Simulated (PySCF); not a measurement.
All values below come from M06-2X/def2-TZVP // B3LYP-D3(BJ)/def2-TZVP (PySCF 2.14.0). Isolated molecules, 0 K electronic values unless said otherwise. One relaxed conformer stands for a flexible species; it need not be the lowest. Delta-SCF ions had no search for a lower state. Excitations are Tamm–Dancoff values on a coarser integration grid. The basis has no diffuse functions, so Rydberg states are missing or too high.

Reference species (SMILES): `[Cl][Al]([Cl])[Cl]` (neutral, multiplicity 1).

```yaml
S1 oscillator strength: 0.000
LUMO: -0.74 eV
vertical ionisation energy (Delta-SCF): 11.90 eV
S1 excitation (TDA): 6.80 eV
```

Changed species: `[OH][Al]([Cl])[Cl]` (H–O–Al–Cl torsion 180°) (1 of 3 Cl replaced by OH; the reference has 0 of 3 Cl replaced by OH).

Task: Give the shifts of the S1 oscillator strength, LUMO, vertical ionisation energy (Delta-SCF) and S1 excitation (TDA).

Result: the S1 oscillator strength rises by 0.014, to 0.014; the LUMO goes up by 0.29 eV, to -0.45 eV; the vertical ionisation energy (Delta-SCF) rises by 0.04 eV, to 11.94 eV; the S1 excitation (TDA) rises by 0.26 eV, to 7.06 eV.
